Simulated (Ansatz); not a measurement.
The input, for Ansatz 0.2.0:

```yaml
crystal:
  periodic: [false, false, false]
  atoms:
    - {symbol: As, position_ang: [0.001199, -0.001951, -0.016837]}
    - {symbol: H, position_ang: [1.437311, 0.011812, 0.405285]}
    - {symbol: H, position_ang: [-0.819085, 1.386419, 0.447111]}
    - {symbol: H, position_ang: [-0.707326, -1.253245, 0.399155]}
basis:
  gaussian: {orbitals: 6-31G}
total_charge: 1
magnetization: {spin_polarized: false, initial_magnetization: 1}
correlation: {method: ccsdt_q, electrons: outside_noble_gas}
```

```sh
$ ansatz run in.yaml --threads 1 --pin off --events-out ev --progress --plain --max-ram 2393MiB
```

Log:

```
593 factors; integrals over basis functions are off by at most 3.6e-8 eV
mean field evaluation 1: about -60823.4345 eV, gradient 8.0e0 eV
mean field evaluation 2: about -60823.4386 eV, gradient 8.0e0 eV
mean field evaluation 4: about -60823.7283 eV, gradient 1.0e0 eV
mean field evaluation 8: about -60823.7303 eV, gradient 8.7e-5 eV
mean field evaluation 16: about -60823.7303 eV, gradient 1.7e-6 eV
mean field -60823.73032600 eV, -2235.2308616754 hartree, gradient 1.7e-6 eV, S^2 0.750000; 0 other end points of the search recorded, 0 dependent functions left out
14 core orbitals not correlated: weight in the atoms' cores, before any rotation towards them, 0.999 or more for the frozen orbitals, at most 0.000 for the correlated occupied ones
reference -60823.73032600 eV, -2235.2308616754 hartree; 4, 3 occupied and 17, 18 virtual orbitals, 593 factors
second order -1.49936830 eV of doubles, -0.01538533 eV of singles
cycle   1  -1.89857648 eV  change   -3.8e-1 eV  update   5.6e-2
cycle   2  -2.13838486 eV  change   -2.4e-1 eV  update   2.5e-2
cycle   3  -2.14771206 eV  change   -9.3e-3 eV  update   5.7e-3
cycle   4  -2.15167288 eV  change   -4.0e-3 eV  update   2.4e-3
cycle   5  -2.15168834 eV  change   -1.5e-5 eV  update   1.0e-3
cycle   6  -2.15152736 eV  change    1.6e-4 eV  update   4.1e-4
cycle   7  -2.15173559 eV  change   -2.1e-4 eV  update   1.4e-4
cycle   8  -2.15169363 eV  change    4.2e-5 eV  update   5.8e-5
cycle   9  -2.15169361 eV  change    2.0e-8 eV  update   2.4e-5
cycle  10  -2.15170296 eV  change   -9.3e-6 eV  update   1.0e-5
cycle  11  -2.15170326 eV  change   -3.0e-7 eV  update   3.6e-6
cycle  12  -2.15170014 eV  change    3.1e-6 eV  update   1.5e-6
cycle  13  -2.15169950 eV  change    6.4e-7 eV  update   4.4e-7
perturbative correction -0.00073157 eV, -0.0000268849 hartree
Total energy: -60825.88275707 eV, -2235.3099620583 hartree
```

For the same geometry and basis full CI lies 0.2 meV lower.

Ran on 1 thread of Arm Neoverse V2, shared host: 2.2 s wall, 0.11 GiB peak host memory.
